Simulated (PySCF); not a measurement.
All values below come from PBE0-D4/def2-TZVP (PySCF). Gas-phase values, no solvent. Excitations are Tamm–Dancoff values on a coarser integration grid. The basis has no diffuse functions, so Rydberg states are missing or too high.

Reference species (SMILES): `C(Cl)(Cl)(Cl)Cl` (neutral, multiplicity 1).

```json
{
 "S1 oscillator strength": "0.000",
 "HOMO–LUMO gap": "7.61 eV",
 "dipole_moment": "0.00 D",
 "S1 excitation (TDA)": "6.07 eV"
}
```

After one change: the S1 oscillator strength is nearly the same; the HOMO–LUMO gap increases by 0.48 eV; the dipole moment rises by 1.08 D; the S1 excitation (TDA) rises by 0.42 eV.

**Question.** What was changed between the two runs? The new species is one of these.
A) `ClC(Cl)Cl`
B) `CCl`
C) `ClCCl`

**Answer.** A, `ClC(Cl)Cl`
